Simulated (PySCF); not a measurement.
Molecule (SMILES): N (NH3).
Geometry (B3LYP-D3(BJ)/def2-TZVP, fixed):
```
N
H 1 1.0136
H 1 1.0136 2 107.33
H 1 1.0136 2 107.33 3 -115.09
```
Charge 0, spin multiplicity 1.

Basis-set convergence of the mean static polarisability at HF with PySCF. All functions are spherical. Density fitting with generated auxiliary sets. No added dispersion term, no relativity. Reference: the value in d-aug-cc-pVTZ, 13.02 bohr³, itself unsure by roughly 0.2 % (its mean distance from aug-pcseg-3, aug-cc-pVQZ, aug-pcseg-2). Deviations are taken from unrounded values. Cost is core time over that of def2-QZVPP, rough, on shared machines of one kind; a dash marks a row that isn't timed (too short, read off another run, short of memory, by another algorithm or on other hardware).

```csv
basis,functions,mean static polarisability (bohr³),minus reference (%),cost
6-311G**,36,9.11,-30.0,-
6-311+G**,40,10.42,-19.9,-
def2-SVPD,44,12.24,-6.0,-
aug-cc-pVDZ,50,12.67,-2.6,-
def2-TZVPD,64,12.75,-2.0,-
cc-pVTZ,72,10.47,-19.5,-
pcseg-2,72,10.95,-15.8,-
def2-TZVPP,73,10.77,-17.2,-
def2-TZVPPD,88,12.80,-1.6,0.4×
"6-311++G(3df,3pd)",93,12.54,-3.7,0.5×
def2-QZVPP,147,11.86,-8.9,1×
def2-QZVPPD,162,12.93,-0.7,1×
aug-pcseg-3,232,13.00,-0.1,5×
```

The smallest set listed that lies within 5 % of the reference with all its larger relatives (same family, alike in diffuse functions; a set with none counts only in the reference's own line) is aug-cc-pVDZ (50 functions, -2.6 % off). Inside, with no larger relative to test it: 6-311++G(3df,3pd), aug-pcseg-3. (Relatives not listed, tested too: jun-cc-pV(T+d)Z -3.4, aug-cc-pVTZ -0.6, aug-cc-pVQZ -0.3 %.)
